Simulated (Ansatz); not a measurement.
Cost and result for the atomization energy of CH3AlS, SMILES `[CH2]1[AlH][S]1` (6 atoms, 6 bonds).

Charge 0, multiplicity 1. All single points use the PBE0-D4/def2-TZVP geometry. Program: Ansatz. All runs use 2 threads of an Arm Neoverse V1 on a shared host. Times are those of one run each, without the atoms' runs, and a repeat can differ threefold. Electronic energies, without spin–orbit coupling; frozen cores. CCSD(T)/CBS adds CCSD(T) − MP2 in def2-TZVPP to the MP2 limit, and its time is that of the two runs behind it. T1 = 0.014. HSE06 is the plane-wave form, built on full-range PBE exchange.

CCSD(T)/CBS is a level of theory with its own doubt, some kJ/mol a heavy atom from the limit and from the frozen cores, so smaller differences don't rank the functionals.

| level | functions | wall time |
| --- | --- | --- |
| CCSD(T)/def2-SVP | 65 | 0.75 s |
| LDA (SPW92)/def2-TZVPP | 157 | 1.5 s |
| revPBE-D4/def2-TZVPP | 157 | 1.5 s |
| BLYP-D4/def2-TZVPP | 157 | 1.7 s |
| HSE06-D4/def2-TZVPP | 157 | 2.5 s |
| B2PLYP/def2-TZVPP | 157 | 3.7 s |
| r2SCAN-D4/def2-TZVPP (with forces) | 157 | 4.5 s |
| ωB97X-V/def2-TZVPP | 157 | 6 s |
| B97M-V/def2-TZVPP | 157 | 7 s |
| ωB97M-V/def2-TZVPP (with forces) | 157 | 8.5 s |
| MP2/def2-QZVPP | 287 | 8.5 s |
| CCSD(T)/def2-TZVPP | 157 | 14 s |
| CCSD(T)/CBS(def2) | – | 23 s |

(1) What atomization energy does each give, and how far from CCSD(T)/CBS? (Estimate.)

## Answers

(1) Ansatz gave: 
| level | atomization (kJ/mol) | difference from CCSD(T)/CBS | per bond |
| --- | --- | --- | --- |
| CCSD(T)/def2-SVP | 1770.6 | -133.7 | -22.3 |
| LDA (SPW92)/def2-TZVPP | 2174.3 | 270.0 | 45.0 |
| revPBE-D4/def2-TZVPP | 1891.7 | -12.6 | -2.1 |
| BLYP-D4/def2-TZVPP | 1880.5 | -23.8 | -4.0 |
| HSE06-D4/def2-TZVPP | 1907.9 | 3.6 | 0.6 |
| B2PLYP/def2-TZVPP | 1871.7 | -32.6 | -5.4 |
| r2SCAN-D4/def2-TZVPP (with forces) | 1921.5 | 17.2 | 2.9 |
| ωB97X-V/def2-TZVPP | 1913.1 | 8.8 | 1.5 |
| B97M-V/def2-TZVPP | 1941.4 | 37.1 | 6.2 |
| ωB97M-V/def2-TZVPP (with forces) | 1914.6 | 10.3 | 1.7 |
| MP2/def2-QZVPP | 1913.5 | 9.2 | 1.5 |
| CCSD(T)/def2-TZVPP | 1844.2 | -60.1 | -10.0 |
| CCSD(T)/CBS(def2) | 1904.3 | 0.0 | 0.0 |

In def2-TZVPP, CCSD(T) changes the Hartree–Fock value by +489.0 kJ/mol (the triples alone add +36.3 kJ/mol) and MP2 by +523.0 kJ/mol; breaking electron pairs costs correlation energy, which Hartree–Fock lacks. Leaving LDA and LC-ωPBE aside and taking each functional with its dispersion term where it has one, the values, not all of them listed here, spread over 104.4 kJ/mol, from BHLYP-D4 to B97M-V. LDA lies +249.3 kJ/mol from PBE without D4, its usual overbinding. At CCSD(T), def2-SVP lies −133.7 kJ/mol from the extrapolated value and def2-TZVPP −60.1 kJ/mol: correlation converges slowly with the basis, and small sets miss more of it in the bonded molecule than in its fragments.
